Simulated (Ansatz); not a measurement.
# Hydrogen peroxide (H₂O₂): ionisation energy by level of theory

The task here is to estimate one member of a computed series from the others.

Program: Ansatz 0.2.0, Gaussian basis. Level of theory: unrestricted cation, the program's frozen cores in correlated methods. These are calculated values, not measurements.

Levels to be run: UKS PBE-D4/def2-TZVPP; UKS r2SCAN-D4/def2-TZVPP; UKS PBE0-D4/def2-TZVPP; UKS B3LYP-D4/def2-TZVPP; UKS wB97X-V/def2-TZVPP; UKS wB97M-V/def2-TZVPP; UKS B2PLYP/def2-TZVPP; UHF-CCSD(T)/def2-TZVPP; UHF-CCSD(T)/def2-QZVPP; extrapolation to the limit; then −ε(HOMO) from the neutral's earlier runs with LDA (SPW92), PBE-D4, revPBE-D4, BLYP-D4, r2SCAN-D4, B97M-V, PBE0-D4, B3LYP-D4, r2SCANh-D4, r2SCAN0-D4, HSE06-D4, BHLYP-D4, CAM-B3LYP-D4, LC-ωPBE, ωB97X-V, ωB97M-V.

**The geometry**

All runs share one geometry, relaxed beforehand with PBE0-D4 in a triple-zeta def2 set.

SMILES `OO`, 4 atoms, charge 0, spin multiplicity 1.

Atoms are counted from 1 here; the program's logs count them from 0.

Bond lengths: O1–O2 1.426 Å, O1–H3 0.965 Å, O2–H4 0.965 Å. Angles: O2–O1–H3 101.1°, O1–O2–H4 101.1°.

Set-up of the first run:

in.yaml reads:

```yaml
crystal:
  periodic: [false, false, false]
  atoms:
    - {symbol: O, position_ang: [-0.486807, -0.581139, 0.030594]}
    - {symbol: O, position_ang: [0.048310, 0.728361, 0.206874]}
    - {symbol: H, position_ang: [0.186354, -1.117019, 0.467398]}
    - {symbol: H, position_ang: [0.252142, 0.969797, -0.704867]}
basis:
  gaussian: {orbitals: def2-TZVPP}
total_charge: 1
magnetization: {spin_polarized: true, initial_magnetization: 1}
hamiltonian: {xc: pbe, dispersion: d4}
```

Run with:

```bash
$ ansatz run in.yaml --threads 2 --pin off --events-out ev --progress --plain --max-ram 32768MiB --backend cpu
```

Among the steps run: Cation, UKS PBE-D4/def2-TZVPP; Cation, UKS r2SCAN-D4/def2-TZVPP; Cation, UKS PBE0-D4/def2-TZVPP; Cation, UKS B3LYP-D4/def2-TZVPP; Cation, UKS wB97X-V/def2-TZVPP; Cation, UKS wB97M-V/def2-TZVPP; Cation, UKS B2PLYP (frozen core)/def2-TZVPP; Cation, UHF-CCSD(T)/def2-TZVPP; Cation, UHF-CCSD(T)/def2-QZVPP.

One of the session's tables, all rows but one given; the rest of the session is left out.

It belongs to the step «Ionisation energies side by side». For comparison, −ε(HOMO) of the neutral from earlier runs:

| functional | −ε(HOMO) (eV) |
| --- | --- |
| LDA (SPW92) | 6.36 |
| PBE-D4 | 6.20 |
| revPBE-D4 | 6.14 |
| BLYP-D4 | 6.17 |
| r2SCAN-D4 | 6.62 |
| B97M-V | 6.78 |
| PBE0-D4 | 8.13 |
| B3LYP-D4 | 7.88 |
| r2SCANh-D4 | 7.34 |
| r2SCAN0-D4 | 8.43 |
| HSE06-D4 | 7.72 |
| BHLYP-D4 | 10.06 |
| CAM-B3LYP-D4 | 9.74 |
| LC-ωPBE | ? |
| ωB97X-V | 10.74 |
| ωB97M-V | 10.69 |

**Question.** Estimate the row for LC-ωPBE.

**Answer.** −ε(HOMO) (eV): 11.10. In the column «−ε(HOMO) (eV)» it is the highest.
